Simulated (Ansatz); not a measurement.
Basis-set series for C$_{2}$H$_{2}$OS. Total charge 0; spin multiplicity 1. The bonds changed during the relaxation, so this is another structure than the one it started from. The geometry is a stationary point of PBE0-D4/def2-TZVP. It is one conformer, not always the lowest.

```csv
atom,x (Å),y (Å),z (Å)
S1,0.838,-0.141,1.461
C2,-0.021,-0.111,-0.029
C3,-1.250,-0.480,-0.520
O4,0.382,0.190,-1.178
H5,2.011,0.198,0.893
H6,-1.960,0.343,-0.627
```

```
functional       basis  functions  energy (Eh)  HOMO (eV)  LUMO (eV)
   PBE0-D4  def2-TZVPP        163   -550.44858      -6.98      -1.91
   PBE0-D4  def2-QZVPP        301   -550.46877      -7.02      -1.98
   ωB97M-V  def2-TZVPP        163   -550.68667      -9.28       0.38
   ωB97M-V  def2-QZVPP        301   -550.70578      -9.32       0.24
```

(1) Give the rows for def2-SVP. (An estimate is asked.)

Answers

(1) The calculation gave: 
| functional | basis | functions | energy (Eh) | HOMO (eV) | LUMO (eV) |
| --- | --- | --- | --- | --- | --- |
| PBE0-D4 | def2-SVP | 70 | -550.13024 | -6.81 | -1.71 |
| ωB97M-V | def2-SVP | 70 | -550.36307 | -9.06 | 0.72 |

Positive LUMOs are unbound and depend on the basis.

Program: Ansatz 0.2.0.
